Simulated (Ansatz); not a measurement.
# AlO2: the cost of one run

The runs use Ansatz 0.2.0, Gaussian basis; def2-QZVPP, all electrons in the functionals.

To be run: PBE, BLYP, r2SCAN, B97M-V, PBE0, B3LYP, at charge 0, quartet; charge 0, doublet; charge 0, sextet; charge 1, triplet; charge 1, quintet.

3 further runs of the same task are left out: 1 that didn't finish, 2 set aside as unsound or not needed. Runs told in other sessions of the task aren't counted.

## 1. What is computed

The geometry is a PBE0/def2-TZVP stationary point (not a proven minimum).

3 atoms, charge 0, spin multiplicity 4.

Atoms are counted from 1 here; the program's logs count them from 0.

Bond lengths: O1–Al2 1.782 Å, Al2–O3 1.782 Å. Angles: O1–Al2–O3 180.0°.

No dispersion term is added; B97M-V holds VV10 nonlocal correlation. B3LYP takes the VWN-RPA correlation.

The geometry shown and the zero of energy belong to the point charge 0, quartet. The yardstick, UCCSD(T), and other wave-function levels (R restricted, U unrestricted, valence and pair active spaces) come from earlier runs.

## 2. PBE, charge 0, quartet

in.yaml reads:

```yaml
crystal:
  periodic: [false, false, false]
  atoms:
    - {symbol: O, position_ang: [0.000000, 0.000000, 1.781800]}
    - {symbol: Al, position_ang: [0.000000, 0.000000, 0.000000]}
    - {symbol: O, position_ang: [0.000000, 0.000000, -1.781800]}
basis:
  gaussian: {orbitals: "def2-QZVPP.json"}
magnetization: {spin_polarized: true, initial_magnetization: 3}
hamiltonian: {xc: {name: PBE}}
output: {orbitals: {seedname: orbitals}}
```

On the command line:

```bash
$ ansatz run in.yaml --threads 1 --pin off --events-out ev --progress --plain --max-ram 2393MiB
```

**Question.** How long does this run take on 1 thread of Arm Neoverse V1, shared host, and how much memory does it need?

About 49 s, with a peak of 0.39 GiB.
